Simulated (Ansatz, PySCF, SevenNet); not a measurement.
# Grey tin (α-Sn), lattice parameter a

Reference value: 6.477 Å (measured, static lattice: zero-point anharmonic expansion removed; as tabulated in Mejia-Rodriguez and Trickey (2018), arXiv:1807.09216).

```
level (code)         value (Å)
----------------  ------------
SevenNet-0               6.643
PBE (Ansatz)             6.655
rVV10 (Ansatz)             [?]
r²SCAN (Ansatz)          6.566
LC-ωPBE (Ansatz)           [?]
MP2 (PySCF)       6.444 ± 0.02
CCSD(T) (PySCF)   6.470 ± 0.02
```

Q: Some entries are withheld; supply them.

A: 
- rVV10 (Ansatz, a quantum-chemistry and plane-wave program), value (Å): 6.686
- LC-ωPBE (Ansatz), value (Å): 6.392

Errors against the reference: SevenNet-0 +2.56 %, PBE +2.75 %, rVV10 +3.23 %, r²SCAN +1.37 %, LC-ωPBE -1.31 %, MP2 -0.51 %, CCSD(T) -0.11 %.

Closest of the ranked levels: CCSD(T) (-0.11 %). Farthest off among them: rVV10 (+3.23 %). Of the ranked levels only CCSD(T) lands within 0.3 %.

A ± on a computed value is a rough bar: the spread of its extrapolation, a floor set from checks against published values, or a statistical error. Cutoffs and k meshes differ between the levels. Ansatz's density-functional and Hartree–Fock values are scalar-relativistic unless marked +SOC, with PAW data made under PBE.

Machine-learned potentials (SevenNet-0) are trained on DFT data: a solid inside that data is no test of them.

Differences are worked out from the printed values.
